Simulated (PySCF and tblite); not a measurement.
The numbers below are computed, except where a source is named.
## C₄H₆O₂, numbered as in [CH2:1]=[CH:2][O:3][C:4]([CH3:5])=[O:6]: conformational analysis

Free energies: CAM-B3LYP-D3(BJ)/pcSseg-1 (IEF-PCM, chloroform) on GFN2-xTB structures plus GFN2-xTB thermal terms, symmetry and mirror images included. Conformers within 3 kcal/mol (GFN2-xTB free energy) were kept, 8 at most. GIAO shieldings: CAM-B3LYP/pcSseg-1 (IEF-PCM, chloroform). Couplings: B3LYP/6-31G* with pcJ-1 on H (gas phase; spin-dipole term only for pairs with B, N, F, Si or P). TDDFT excitations: wB97X-D/def2-SVPD (IEF-PCM, chloroform). Couplings are for ¹H. H–H couplings come out 0.1 to 0.9 Hz lower than with pcJ-1 on all atoms. Shifts are against TMS (¹H), TMS (¹³C) at the same level; of two unlike H on one atom, a is the less shielded. (PySCF 2.14, tblite 0.8.)

Torsions listed: C1–C2–O3–C4, C2–O3–C4–O6.

| conformer | shape | symmetry | E(GFN2) kcal/mol | E(DFT) kcal/mol | G(298.15 K) kcal/mol | weight % | dipole D |
| --- | --- | --- | --- | --- | --- | --- | --- |
| 1 | 180°, 0° | Cs | 0.00 | 0.00 | 0.00 | 99.4 | 2.14 |
| 2 | 0°, 0° | Cs | 1.27 | 2.96 | 3.07 | 0.6 | 2.37 |

Weights (%) against temperature:

```
 T (K)      1    2  S(mix) cal/mol/K
   200  100.0  0.1              0.01
   250   99.8  0.2              0.03
298.15   99.4  0.6              0.07
   350   98.9  1.1              0.12
   400   98.1  1.9              0.19
```

Averaged shifts at 298.15 K. ¹H: 7.87 (H2, 1H), 5.20 (H1a, 1H), 4.98 (H1b, 1H), 2.29 (H5, 3H) ppm. ¹³C: 180.4 (C4), 152.9 (C2), 104.7 (C1), 24.7 (C5) ppm.

Averaged couplings (Hz): ²J(H1b,H1a) -3.0, ³J(H1b,H2) 7.8, ³J(H1a,H2) 13.9, ²J(H5,H5) -15.5.

Coordinates of conformer 1 (Å):

```xyz
12

C    -2.460    0.526   -0.201
C    -1.427   -0.210    0.163
O    -0.140    0.255    0.027
C     0.879   -0.538    0.416
C     2.193    0.154    0.184
O     0.736   -1.637    0.877
H    -3.461    0.155   -0.092
H    -2.329    1.510   -0.614
H    -1.505   -1.205    0.583
H     2.215    1.085    0.745
H     2.294    0.394   -0.872
H     3.007   -0.490    0.500
```

Shifts are unscaled: against experiment ¹³C can be off by 15 ppm or more and ¹H by 0.8 ppm.

Search and properties took 2.2 min on 1 thread of Arm Neoverse N1, shared host (rough), launched as `OMP_NUM_THREADS=1 python ens_run.py task.json out`.


Conformer gaps in pcSseg-1 on xTB geometries can be 2 kcal/mol off for S=O, P=O and other polar bonds.